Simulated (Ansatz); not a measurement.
**O2F radical: how energies converge with the basis set**

An exercise on one series of results from a longer session: the logs are not shown, and one member is left open.

Program: Ansatz 0.2.0, Gaussian basis. Level of theory: one geometry, several basis sets. These are calculated values, not measurements.

Plan: PBE0-D4/def2-SVP; ωB97M-V/def2-SVP; PBE0-D4/def2-QZVPP; ωB97M-V/def2-QZVPP; CCSD(T)/cc-pV(D+d)Z; CCSD(T)/cc-pV(T+d)Z; CCSD(T)/cc-pV(Q+d)Z; the functionals' def2-TZVPP values are taken from earlier runs.

### Structure used throughout

All runs share one geometry, relaxed beforehand with PBE0-D4 in a triple-zeta def2 set.

3 atoms, charge 0, spin multiplicity 2.

Atoms are counted from 1 here; the program's logs count them from 0.

Bond lengths: O1–O2 1.181 Å, O2–F3 1.574 Å. Angles: O1–O2–F3 111.0°.

Set-up of the first run:

Input file in.yaml:

```yaml
crystal:
  periodic: [false, false, false]
  atoms:
    - {symbol: O, position_ang: [0.933479, -0.295662, 0.482260]}
    - {symbol: O, position_ang: [0.133499, 0.497850, 0.128053]}
    - {symbol: F, position_ang: [-1.066968, -0.202178, -0.610303]}
basis:
  gaussian: {orbitals: def2-SVP}
magnetization: {spin_polarized: true, initial_magnetization: 1}
hamiltonian: {xc: pbe0, dispersion: d4}
output: {orbitals: {seedname: orbitals}}
```

On the command line:

```sh
$ ansatz run in.yaml --threads 4 --pin off --events-out ev --progress --plain --max-ram 10444MiB
```

Among the steps run: PBE0-D4 in def2-SVP; ωB97M-V in def2-SVP; PBE0-D4 in def2-QZVPP; ωB97M-V in def2-QZVPP.

One table of the session follows, with a row left open; its other results are not shown here.

It belongs to the step «Functionals by basis». 

```
functional       basis  HOMO (eV)  LUMO (eV)
   PBE0-D4    def2-SVP      -9.43      -3.88
   PBE0-D4  def2-TZVPP      -9.62      -4.04
   PBE0-D4  def2-QZVPP          ?          ?
   ωB97M-V    def2-SVP     -11.78      -1.41
   ωB97M-V  def2-TZVPP     -12.00      -1.66
   ωB97M-V  def2-QZVPP     -12.05      -1.72
```

**Question.** Estimate the row for PBE0-D4, def2-QZVPP.

The run gave: HOMO (eV): -9.66; LUMO (eV): -4.07. In the column «HOMO (eV)» it lies between ωB97M-V, def2-SVP (-11.78) and PBE0-D4, def2-TZVPP (-9.62).
